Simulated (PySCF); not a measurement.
Species: C4H9P.
Atom-mapped SMILES: `[CH2:1]=[CH:2][P:3]([CH3:4])[CH3:5]` (hydrogens: H6, H7 on C1; H8 on C2; H9, H10, H11 on C4; H12, H13, H14 on C5)

Structure used (PBE0-D3(BJ)/def2-SVP), in Å, numbered top down from 1:
```
atom  x, y, z in Å
C1     2.1168   -0.5644   -0.0755
C2     0.9937   -0.9344    0.5489
P3    -0.4377    0.1060    0.9706
C4    -0.2098    1.5374   -0.1701
C5    -1.7610   -0.8281    0.0715
H6     2.9492   -1.2622   -0.2071
H7     2.2611    0.4443   -0.4744
H8     0.9236   -1.9593    0.9381
H9     0.6195    2.1682    0.1827
H10   -1.1228    2.1512   -0.1485
H11   -0.0103    1.2245   -1.2076
H12   -1.5295   -0.9666   -0.9961
H13   -1.8898   -1.8158    0.5394
H14   -2.7144   -0.2869    0.1698
```

Method: PBE0-D3(BJ)/def2-SVP geometry optimisation, gas phase in PySCF 2.14.0.

Take the most abundant isotopes and a rigid rotor. The values belong to one conformer with, in the numbering `[CH2:1]=[CH:2][P:3]([CH3:4])[CH3:5]`, C1–C2–P3–C4 19°.

Question: Give the principal moments of inertia and the rotational constants in MHz.

Answer: Ia = 93.22, Ib = 164.61, Ic = 213.08 u·Å²; 505379 MHz·u·Å²/I gives A = 5421, B = 3070, C = 2372 MHz.

Question: Classify the top.

Answer: An asymmetric top; Ray's κ = -0.542.

Question: Is it planar, by Δ = Ic − Ia − Ib?

Answer: Not planar: Δ = Ic − Ia − Ib = -44.75 u·Å². For a rigid frame Δ = −2 Σ m c², so Σ m c² = 22.37 u·Å² lies off the ab plane: 5.67 from hydrogen and 16.70 from heavier atoms. The atom farthest from that plane is 1.66 Å away.

Question: Give the other two planar moments, Paa and Pbb, and the rms extents of the mass along the axes.

Answer: Paa = Σ m a² = (Ib + Ic − Ia)/2 = 142.23 and Pbb = Σ m b² = (Ia + Ic − Ib)/2 = 70.85 u·Å². With the mass M = 88.04 u, the rms extents √(P/M) along a, b and c are 1.27, 0.90, 0.50 Å.

Question: Which lines would a microwave search look for?

Answer: The dipole components are |μa| = 0.10 D, |μb| = 0.12 D, |μc| = 1.17 D. Intensities carry the squares of the components, which stand as 0.01 : 0.01 : 1.00 (a : b : c). Some lines, for components of 0.1 D or more:

```csv
type,branch,"J(Ka,Kc)",MHz,lower level (cm⁻¹)
b,R,"5(3,2) ← 4(4,1)",9249,3.260
b,Q,"5(3,2) ← 5(2,3)",11343,3.190
b,Q,"4(3,1) ← 4(2,2)",12265,2.231
b,Q,"3(3,1) ← 3(2,2)",13579,1.449
c,Q,"4(4,1) ← 4(3,1)",18593,2.640
b,R,"5(0,5) ← 4(1,4)",24683,1.779
b,R,"5(1,5) ← 4(0,4)",25686,1.757
b,R,"3(2,1) ← 2(1,2)",26115,0.600
c,R,"4(3,2) ← 3(2,2)",35573,1.449
c,R,"4(4,0) ← 3(3,0)",40684,1.903
b,R,"5(5,1) ← 4(4,0)",51535,3.260
```

Question: Estimate the classical rotational partition function at 10 K, 25 K and 500 K.

Answer: Point group C1, symmetry number σ = 1; q = (√π/σ)·√((kT/h)³/(ABC)), k/h = 20836.6 MHz/K: 848 at 10 K, 3350 at 25 K, 300000 at 500 K.

No frequency check. Constants of a rigid frame at the computed geometry: no zero-point averaging, no centrifugal distortion. A rigid rotor knows nothing of internal rotation, which can split or shift real lines.
